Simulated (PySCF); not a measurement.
Frontier levels across methods

Benzoquinone, C6H4O2.
Atom-mapped SMILES: `[O:1]=[C:2]1[CH:3]=[CH:4][C:5](=[O:6])[CH:7]=[CH:8]1` (hydrogens: H9 on C3; H10 on C4; H11 on C7; H12 on C8)

Cartesian coordinates in Å at the PBE0-D3(BJ)/def2-SVP level; atoms count from 1:
```
atom  x, y, z in Å
O1    -0.783   -2.552   -0.004
C2    -0.420   -1.394   -0.006
C3     1.019   -1.034   -0.010
C4     1.422    0.247   -0.017
C5     0.447    1.365   -0.017
O6     0.814    2.523   -0.018
C7    -0.992    1.005   -0.014
C8    -1.395   -0.275   -0.007
H9     1.719   -1.873   -0.009
H10    2.476    0.535   -0.021
H11   -1.692    1.845   -0.016
H12   -2.449   -0.564   -0.004
```

Basis pcSseg-1 throughout (PySCF), one geometry. Isolated species at its PBE0-D3(BJ)/def2-SVP geometry, gas phase.

Q: How do the orbital energies and the gap change with the method?

A: 
```csv
method,kind,HOMO (eV),LUMO (eV),gap (eV),SCF cycles
OPBE,GGA,-6.26,-4.48,1.78,17
B97-D,GGA,-6.38,-4.46,1.91,18
LDA,LDA,-6.51,-4.82,1.69,17
KT3,GGA,-6.52,-4.47,2.06,18
B3LYP,global hybrid,-7.75,-3.87,3.88,14
PBE0,global hybrid,-8.02,-3.72,4.30,13
mPW1PW91,global hybrid,-8.07,-3.74,4.33,13
CAM-B3LYP,range-separated hybrid,-9.47,-2.60,6.88,13
BHandHLYP,global hybrid,-9.63,-2.67,6.96,13
```

The HOMO spans 3.38 eV, from OPBE down to BHandHLYP, and the gap runs from 1.69 eV (LDA) to 6.96 eV (BHandHLYP). Over the methods OPBE (0 %), B97-D (0 %), LDA (0 %), KT3 (0 %), B3LYP (20 %), PBE0 (25 %), mPW1PW91 (25 %), BHandHLYP (50 %), a straight line through the gap against the share of exact exchange rises by 1.01 eV for each 10 % (correlation coefficient 0.998). The dipole is below 0.03 D at every level.

The vertical ΔSCF ionisation energy at PBE0/def2-SVPD is 10.03 eV; −ε(HOMO) comes closest to it with BHandHLYP (9.63 eV).
